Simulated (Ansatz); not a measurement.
This geometry of CH₆AlF (9 atoms, charge 0, multiplicity 1) is a first-order saddle point.

Level of theory: RKS B3LYP-D4/def2-SVP (Ansatz).

```xyz
9
Properties=species:S:1:pos:R:3
Al -0.123 -0.174 0.131
C -0.040 -0.041 2.205
H -1.020 0.342 2.532
H 0.243 -0.798 2.968
H 0.718 0.750 2.341
H 1.204 0.273 -0.603
H -1.569 0.040 -0.469
F 0.078 -2.063 0.614
H 0.079 -1.488 1.496
```

**Question.** Which two structures does it join? (They come from a converged band through this point; their orientation in space is the band's.)

**Answer.** Bonds broken: Al1–C2, F8–H9. Bonds formed: C2–H9. CH6AlF becomes AlFH2 + CH4.

Initial state:

```xyz
9
Properties=species:S:1:pos:R:3
Al -0.013 -0.046 0.235
C 0.007 0.173 2.210
H -0.943 -0.099 2.705
H 0.826 -0.370 2.720
H 0.172 1.238 2.458
H 1.378 -0.036 -0.536
H -1.359 0.281 -0.545
F -0.253 -2.125 0.516
H -0.246 -2.174 1.453
```

Final state:

```xyz
9
Properties=species:S:1:pos:R:3
Al -0.056 -0.468 -0.309
C -0.036 -0.202 2.522
H -0.951 -0.023 3.102
H 0.833 -0.290 3.186
H 0.129 0.664 1.860
H 1.413 0.073 -0.484
H -1.381 0.370 -0.470
F -0.233 -2.132 -0.164
H -0.148 -1.152 1.972
```

**Question.** How far does it lie above each of them?

**Answer.** 6.8 kJ/mol above the first and 173.6 kJ/mol above the second. This is the barrier of this one path; another mechanism may lie lower. The orbitals stay closed-shell, which can raise the energy where a bond breaks towards radicals; this wasn't checked here.

The run took 5.3 min on 1 thread of Arm Neoverse V1, with other jobs on the host, peak memory 0.14 GiB.
